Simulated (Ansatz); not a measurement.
**CHAl+ (quartet): from Hartree-Fock to the top rungs, def2-QZVPP**

One table from this session's results is given with a row withheld; the runs are named, their logs left out.

Computed with Ansatz 0.2.0, Gaussian basis. Level: def2-QZVPP, core rule «outside noble gas», up to 6 orbitals frozen.

Plan: UHF; ROHF; CCSD(T) on UHF.

2 further runs of the same task are left out: 2 set aside as unsound or not needed. Runs told in other sessions of the task aren't counted.

## The geometry

The geometry is a PBE0/def2-TZVP stationary point (not a proven minimum) of the parent state, kept for this charge and spin.

3 atoms, charge 1, spin multiplicity 4.

Atoms are counted from 1 here; the program's logs count them from 0.

Bond lengths: Al1–C2 1.916 Å, Al1–H3 1.601 Å. Angles: C2–Al1–H3 180.0°.

The first run:

in.yaml reads:

```yaml
crystal:
  periodic: [false, false, false]
  atoms:
    - {symbol: Al, position_ang: [0.000000, 0.000000, 0.105100]}
    - {symbol: C, position_ang: [0.000000, 0.000000, -1.811100]}
    - {symbol: H, position_ang: [0.000000, 0.000000, 1.706000]}
basis:
  gaussian: {orbitals: "def2-QZVPP.json"}
total_charge: 1
magnetization: {spin_polarized: true, initial_magnetization: 3}
hamiltonian: {xc: hf}
output: {orbitals: {seedname: orbitals}}
```

Command:

```console
ansatz run in.yaml --threads 1 --pin off --events-out ev --progress --plain --max-ram 2393MiB
```

Steps of the session up to this table: UHF; ROHF; CCSD(T) on UHF.

One table of the session follows, with a row left open; its other results are not shown here.

```
  method  from UCCSD(T) (kJ/mol)
    ROHF                  +417.3
     UHF                       ?
    UMP2                   +77.3
   UCCSD                   +14.1
UCCSD(T)                       0
```

**Question.** Estimate the row for UHF.

The run gave: from UCCSD(T) (kJ/mol): +413.5. In the column «from UCCSD(T) (kJ/mol)» it lies between UMP2 (+77.3) and ROHF (+417.3).
